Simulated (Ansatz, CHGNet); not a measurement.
For 2H MoTe2, the machine-learned potential CHGNet-r²SCAN (trained on r²SCAN data) gives:

* **lattice parameter a**: 3.560 Å
* **c axis length**: 14.817 Å

**Question.** What does r²SCAN-D4 (Ansatz, a quantum-chemistry and plane-wave program, PAW) give for the same quantities?

**Answer.** 
- lattice constant a: 3.546 Å (drops by 0.4 %)
- lattice parameter c: 14.252 Å (shrinks by 3.8 %)

For comparison: lattice constant a 3.518 Å (measured, 300 K, no zero-point or thermal correction; as tabulated in arXiv:1605.07067); lattice parameter c 13.974 Å (measured, 300 K, no zero-point or thermal correction; as tabulated in arXiv:1605.07067).

Changes are worked out from the printed values.

Unless a cell is named, each level is at its own relaxed cell (CHGNet-r²SCAN 27.11, r²SCAN-D4 25.87 Å³/atom).

Ansatz's density-functional and Hartree–Fock values are scalar-relativistic unless marked +SOC, with PAW data made under PBE.
